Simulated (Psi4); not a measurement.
A ladder of methods for NH3 (ammonia)

NH3: 4 atoms, total charge 0, spin state singlet. SMILES: `N`. Geometry: optimised at PBE0/def2-TZVP.

Each level gives the dipole moment (D). The values are calculated.

**The experiment to reproduce.** NIST CCCBDB gives the dipole moment of the gas as 1.47 D.

| level | kind | program | value (D) | computed − measured | CPU time |
| --- | --- | --- | --- | --- | --- |
| PBE-D4/def2-TZVPP (density fitting) | GGA | Psi4 | 1.57 | +0.10 | 24 s |
| r2SCAN-D4/def2-TZVPP (density fitting) | meta-GGA | Psi4 | 1.59 | +0.12 | 43 s |
| B3LYP-D4/def2-TZVPP (density fitting) | global hybrid | Psi4 | 1.60 | +0.13 | 22 s |
| PBE0-D4/def2-TZVPP (density fitting) | global hybrid | Psi4 | 1.61 | +0.14 | 21 s |
| wB97M-V/def2-TZVPP (density fitting) | range-separated hybrid | Psi4 | 1.61 | +0.14 | 52 s |

Nearest: PBE-D4/def2-TZVPP (density fitting) (+0.10 D); farthest: wB97M-V/def2-TZVPP (density fitting) (+0.14 D). The measured dipole is a vibrational average, so differences of a few hundredths of a debye mean little. Computed less measured by kind, in D (of the ab initio rows, those in def2-TZVPP): GGA +0.10; meta-GGA +0.12; global hybrid +0.13 to +0.14; range-separated hybrid +0.14. Magnitudes only. CPU times are rough (shared hosts, several kinds of processor and program).
